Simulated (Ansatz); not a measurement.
`N=C=C(O)O` at its PBE0-D4/def2-TZVP geometry, where that method's forces vanish. The species carries charge 0 and has multiplicity 1.

```xyz
8

N     1.7309    1.1100   -0.2508
C     0.6978    0.4411   -0.2232
C    -0.3543   -0.3127   -0.0107
O    -0.4860   -1.5274   -0.5915
O    -1.4649    0.0938    0.6788
H     1.8184    1.6869   -1.0925
H    -0.7466   -2.1602    0.0887
H    -1.1953    0.6684    1.4013
```

(1) What forces (eV/Å) does B3LYP-D4/def2-TZVPP give on these atoms in Ansatz? (Estimate.)

Answers

(1) Computed: 
```
N1   0.096  0.081 -0.029
C2  -0.079 -0.056  0.007
C3   0.321  0.202 -0.086
O4  -0.044 -0.311 -0.112
O5  -0.268  0.120  0.193
H6   0.042  0.023 -0.001
H7  -0.016 -0.080 -0.017
H8  -0.052  0.021  0.045
```

B3LYP here is the variant with VWN-RPA as its local correlation; programs differ in this.
